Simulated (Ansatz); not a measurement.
# C2H (doublet): wave-function methods side by side at distance C1–C2 = 1.093 Å, 6-31G

How much of the correlation energy of C2H (doublet) does each wave-function method recover here?

Computed with Ansatz 0.2.0, Gaussian basis. Level: 6-31G, core rule «outside noble gas», up to 2 orbitals frozen.

Plan: UHF; CCSD(T) on ROHF; CCSD(T) on UHF; BCCD(T) on ROHF; CISD; CCSDT(Q) on ROHF; CCSDT(Q) on UHF; CISDTQ; CCSDTQ on ROHF; CASSCF and MRCISD+Q, 3 electrons in 3 orbitals; CASSCF and NEVPT2, 3 electrons in 3 orbitals; CASSCF and MRCISD+Q, 9 electrons in 9 orbitals; CASSCF and NEVPT4(SD), 9 electrons in 9 orbitals; CASSCF and NEVPT2, 9 electrons in 9 orbitals; Full CI.

31 further runs of the same task are left out: 5 for a known fault of the program, 22 that didn't finish, 4 set aside as unsound or not needed.

### 1 The system

The geometry derives from a PBE0/def2-TZVP stationary point (not a proven minimum). One bond is set to the value named and the two fragments are kept rigid.

3 atoms, charge 0, spin multiplicity 2.

Atoms are counted from 1 here; the program's logs count them from 0.

Bond lengths: C1–C2 1.093 Å, C1–H3 1.066 Å. Angles: C2–C1–H3 180.0°.

### 2 UHF

The input, in.yaml:

```yaml
crystal:
  periodic: [false, false, false]
  atoms:
    - {symbol: C, position_ang: [0.000000, 0.000000, 0.008994]}
    - {symbol: C, position_ang: [0.000000, 0.000000, -1.084006]}
    - {symbol: H, position_ang: [0.000000, 0.000000, 1.075011]}
basis:
  gaussian: {orbitals: 6-31G}
magnetization: {spin_polarized: true, initial_magnetization: 1}
hamiltonian: {xc: hf}
output: {orbitals: {seedname: orbitals}}
```

Launch:

```console
$ ansatz run in.yaml --threads 1 --pin off --events-out ev --progress --plain --max-ram 2393MiB
```

The runs that follow: CCSD(T) on ROHF; CCSD(T) on UHF; BCCD(T) on ROHF; CISD; CCSDT(Q) on ROHF; CCSDT(Q) on UHF; CISDTQ; CCSDTQ on ROHF; CASSCF and MRCISD+Q, 3 electrons in 3 orbitals; CASSCF and NEVPT2, 3 electrons in 3 orbitals; CASSCF and MRCISD+Q, 9 electrons in 9 orbitals; CASSCF and NEVPT4(SD), 9 electrons in 9 orbitals; CASSCF and NEVPT2, 9 electrons in 9 orbitals; Full CI.

**Question.** What will the summary of the whole plan be? Wanted: FCI from the RHF energy; RMP2 from FCI; UMP2 from FCI; RCCSD from FCI; RCCSD(T) from FCI; UCCSD(T) from FCI; RCCSDT(Q) from FCI; UCCSDT(Q) from FCI; NEVPT2 pair from FCI.

As calculated:

| quantity | value |
| --- | --- |
| FCI from the ROHF energy | -4.7737 eV |
| RMP2 from FCI | +666.6 meV |
| UMP2 from FCI | +811.2 meV |
| RCCSD from FCI | +147.4 meV |
| RCCSD(T) from FCI | +29.2 meV |
| UCCSD(T) from FCI | +34.4 meV |
| RCCSDT(Q) from FCI | +1.1 meV |
| UCCSDT(Q) from FCI | +2.5 meV |
| NEVPT2 pair from FCI | +535.2 meV |
| MRCISD+Q pair from FCI | +43.5 meV |
| NEVPT2 valence from FCI | +338.1 meV |
| levels within 1 kcal/mol (43 meV) | RCCSD(T), UCCSD(T), BCCD(T), RCCSDT, UCCSDT, CISDTQ, RCCSDT(Q), UCCSDT(Q), RCCSDTQ, MRCISD valence, MRCISD+Q valence |
| T1 diagnostic | 0.025 |
| effectively unpaired electrons | 1.09 |

In words: RCCSD(T) lands +29.2 meV from the yardstick (0.6 % of the correlation energy). One determinant dominates. Of the multireference levels listed MRCISD+Q valence comes nearest in total energy (+14.1 meV), which doesn't show that its space is the better one. These misses are within one basis, not against nature; the frozen cores of restricted and unrestricted runs differ, which can shift their rows.

Levels on UHF freeze UHF's core orbitals, full CI those of ROHF, so the U rows can settle a little off it for that reason alone.

With open shells the CI space here admits some triples and quadruples, so it is larger than plain CISD.
